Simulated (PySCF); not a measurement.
**CCl⁻: input and log**

State: singlet, one real π or δ orbital doubly filled, a mixture of terms (⟨Lz²⟩ = 2.0), a second solution, started from another occupation.

An equivalent input (the run itself took its basis sets from the Basis Set Exchange, started from a PBE0 density and held the occupation σ 7α 7β, πx 3α 3β, πy 2α 2β):

```python
from pyscf import gto, dft
mol = gto.M(atom='C 0 0 0; Cl 0 0 1.85', basis={'C': 'def2-TZVPPD', 'Cl': 'def2-TZVPPD'},
            charge=-1, spin=0, verbose=4, symmetry='C2v')
mf = dft.UKS(mol, xc='PBE0')
mf.grids.atom_grid = (80, 434)
mf.grids.prune = dft.gen_grid.treutler_prune
mf.irrep_nelec = {'A1': (7, 7), 'B1': (3, 3), 'B2': (2, 2)}
mf.conv_tol = 1e-9
mf.max_cycle = 60
mf.diis_space = 10
mf.kernel()
```

The log (some set-up lines and the per-cycle HOMO/LUMO lines removed):

```
******** <class 'pyscf.dft.uks_symm.SymAdaptedUKS'> ********
method = SymAdaptedUKS
damping factor = 0
level_shift factor = 0
DIIS = <class 'pyscf.scf.diis.CDIIS'>
diis_start_cycle = 1
diis_space = 10
diis_damp = 0
SCF conv_tol = 1e-09
SCF conv_tol_grad = None
SCF max_cycles = 60
number electrons alpha = 12  beta = 12
Set gradient conv threshold to 3.16228e-05
init E= -497.917403326312
cycle= 1 E= -497.951391892016  delta_E= -0.034  |g|= 0.0376  |ddm|= 0.0754
cycle= 2 E= -497.95066734674  delta_E= 0.000725  |g|= 0.0535  |ddm|= 0.075
cycle= 3 E= -497.952230746617  delta_E= -0.00156  |g|= 0.00981  |ddm|= 0.0457
cycle= 4 E= -497.952278679963  delta_E= -4.79e-05  |g|= 0.00163  |ddm|= 0.0083
cycle= 5 E= -497.952280333964  delta_E= -1.65e-06  |g|= 0.000346  |ddm|= 0.002
cycle= 6 E= -497.952280424801  delta_E= -9.08e-08  |g|= 7.74e-05  |ddm|= 0.000427
cycle= 7 E= -497.952280428622  delta_E= -3.82e-09  |g|= 1.33e-05  |ddm|= 0.000102
cycle= 8 E= -497.952280428751  delta_E= -1.29e-10  |g|= 1.37e-06  |ddm|= 2.55e-05
Extra cycle  E= -497.952280428752  delta_E= -6.82e-13  |g|= 1.87e-06  |ddm|= 5.21e-06
converged SCF energy = -497.952280428752  <S^2> = -3.5527137e-15  2S+1 = 1
```

Repeating this along the bond gives Re = 1.788 Å and ωe = 584 cm⁻¹.

A point of this curve took 2.8 CPU seconds beside 0.22 for the integrals, on Arm Neoverse V2 (shared host).

The highest Kohn–Sham level is positive in this anion. Much of that is self-interaction error, but it also means that the finite basis helps to hold the extra electron.
